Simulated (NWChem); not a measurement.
System meant: CH2Cl2 cation, doublet; SMILES of the neutral closed-shell parent ClCCl

The following NWChem deck was run.

```
start job
memory heap 200 mb stack 900 mb global 1100 mb
charge 1
geometry units angstroms noautoz
  Cl     1.479952     0.000000     0.184006
  C      0.000000     0.000000    -0.674754
  Cl    -1.479952     0.000000     0.184006
  H      0.000000     0.867535    -1.390769
  H      0.000000    -0.867535    -1.390769
end
basis spherical
  Cl library def2-svp
  C library def2-svp
  H library def2-svp
end
dft
  odft
  mult 3
  xc pbe0
  iterations 150
  mulliken
end
task dft energy
```

End of the output:

```
 ==============================================================================
                                 internuclear angles
 ------------------------------------------------------------------------------
        center 1       |       center 2       |       center 3       |  degrees
 ------------------------------------------------------------------------------
    1 Cl               |   2 C                |   3 Cl               |   119.75
    1 Cl               |   2 C                |   4 H                |   108.63
    1 Cl               |   2 C                |   5 H                |   108.63
    3 Cl               |   2 C                |   4 H                |   108.63
    3 Cl               |   2 C                |   5 H                |   108.63
    4 H                |   2 C                |   5 H                |   100.93
 ------------------------------------------------------------------------------
                            number of included internuclear angles:          6
 ==============================================================================

 Summary of "ao basis" -> "" (spherical)
 ------------------------------------------------------------------------------
       Tag                 Description            Shells   Functions and Types
 ---------------- ------------------------------  ------  ---------------------
 Cl                         def2-svp                 8       18   4s3p1d
 C                          def2-svp                 6       14   3s2p1d
 H                          def2-svp                 3        5   2s1p

                                 NWChem DFT Module
                                 -----------------

 Summary of "ao basis" -> "ao basis" (spherical)
 ------------------------------------------------------------------------------
       Tag                 Description            Shells   Functions and Types
 ---------------- ------------------------------  ------  ---------------------
 Cl                         def2-svp                 8       18   4s3p1d
 C                          def2-svp                 6       14   3s2p1d
 H                          def2-svp                 3        5   2s1p

      Symmetry analysis of basis
      --------------------------

        a1         24
        a2          7
        b1         17
        b2         12

  number of electrons :                   41
  multiplicity        :                    3
 ------------------------------------------------------------------------
  no. of electrons and multiplicity not compatible                  41
 ------------------------------------------------------------------------
 ------------------------------------------------------------------------
  current input line :
    23: task dft energy
 ------------------------------------------------------------------------
 ------------------------------------------------------------------------
 There is an error in the input file
 ------------------------------------------------------------------------
 For more information see the NWChem manual at https://nwchemgit.github.io

0: no. of electrons and multiplicity not compatible:Received an Error in Communication
```

What is wrong, and how is it mended?

The program refused the input. Cause: the multiplicity doesn't fit the number of electrons (an even count wants an odd multiplicity, and the reverse). This input runs:
```
start job
memory heap 200 mb stack 900 mb global 1100 mb
charge 1
geometry units angstroms noautoz
  Cl     1.479952     0.000000     0.184006
  C      0.000000     0.000000    -0.674754
  Cl    -1.479952     0.000000     0.184006
  H      0.000000     0.867535    -1.390769
  H      0.000000    -0.867535    -1.390769
end
basis spherical
  * library def2-svp
end
dft
  odft
  mult 2
  xc pbe0
  iterations 150
  mulliken
end
task dft energy
```
It converges to -958.62923 Ha (PBE0/def2-SVP, spin-unrestricted).
